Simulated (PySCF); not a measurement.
Compound: C5H7N.
Numbering: `[CH2:1]=[N:2][C@:3]12[CH2:4][C@H:5]1[CH2:6]2`

Cartesian coordinates in Å at the PBE0-D3(BJ)/def2-SVP level; atoms count from 1:
```xyz
13
C5H7N angstrom
C      2.1668    0.2239   -0.4975
N      1.2584   -0.6338   -0.2758
C      0.0382   -0.2218    0.2357
C     -1.0441   -1.1065    0.7690
C     -1.3061   -0.2361   -0.4041
C     -0.7420    1.0502    0.1125
H      2.0542    1.3022   -0.2776
H      3.1199   -0.1072   -0.9305
H     -1.4975   -0.8660    1.7419
H     -0.9115   -2.1753    0.5704
H     -1.5622   -0.5117   -1.4259
H     -0.3900    1.7637   -0.6422
H     -1.1843    1.5185    1.0046
```

Definitions: NICS(0) = −σiso at the ring centroid; NICS(1) = −σiso and NICS(1)zz = −σzz at ±1 Å along the ring normal z. Level: GIAO PBE0/pcSseg-1 (PySCF, non-relativistic, gas phase) on the PBE0-D3(BJ)/def2-SVP geometry, one conformer.

Ring bond lengths (Å), with Mayer bond orders in brackets: C3–C4 1.496 (0.99), C4–C5 1.484 (0.99), C5–C3 1.489 (0.75); C3–C5 1.489 (0.75), C5–C6 1.497 (0.96), C6–C3 1.497 (0.98).

Problem. Give the NICS values of each ring in ppm.

Solution. 
| ring | type | NICS(0) | NICS(1), two faces | NICS(1)zz, two faces | rms pucker (Å) | centre to ring atoms, mean (Å) |
| --- | --- | --- | --- | --- | --- | --- |
| C3–C4–C5 | 3-membered carbocycle; formal bonds all single | -45.2 | -11.8 / -5.9 | -19.3 / -19.7 | 0.00 | 0.86 |
| C3–C5–C6 | 3-membered carbocycle; formal bonds all single | -45.2 | -7.4 / -11.7 | -18.9 / -18.0 | 0.00 | 0.86 |

Problem. What do they say, and how far can they be read as aromaticity?

Solution. 
- C3–C4–C5: mean NICS(1)zz -19.5 ppm, shielded. C3, C4, C5 have four or more neighbours, and the NICS criterion for π rings isn't applied. NICS(0) lies 36 ppm below the mean NICS(1).
- C3–C5–C6: mean NICS(1)zz -18.4 ppm, shielded. C3, C5, C6 have four or more neighbours, and the NICS criterion for π rings isn't applied. NICS(0) lies 36 ppm below the mean NICS(1).

Problem. What is the mean of the two in-plane components of NICS at the first NICS(1) probe listed for ring C3–C4–C5, 1 Å off the ring?

Solution. The isotropic value is a third of the trace: (3 × -11.8 − (-19.3))/2 = -8.1 ppm.

Problem. List the ring angles and the Hirshfeld charges of the ring atoms.

Solution. 
- C3–C4–C5: C3 59.6° (+0.027 e), C4 59.9° (-0.074 e), C5 60.4° (-0.053 e); sum 180.0° against 180° for a flat convex ring.
- C3–C5–C6: C3 60.2° (+0.027 e), C5 60.2° (-0.053 e), C6 59.6° (-0.081 e); sum 180.0° against 180° for a flat convex ring.

Problem. How do the values depend on the level or the medium?

Solution. 
| level | NICS(0), C3–C4–C5 | mean NICS(1)zz, C3–C4–C5 | NICS(0), C3–C5–C6 | mean NICS(1)zz, C3–C5–C6 |
| --- | --- | --- | --- | --- |
| PBE0/pcSseg-1, gas | -45.2 | -19.5 | -45.2 | -18.4 |
| mPW1PW91/pcSseg-2, gas | -46.1 | -19.9 | -46.0 | -18.9 |

The geometry is the same throughout.

Hardware: one thread of an x86-64 server, on a shared host. Cost: 8.6 s wall. This is the whole shielding run at PBE0/pcSseg-1, SCF included.
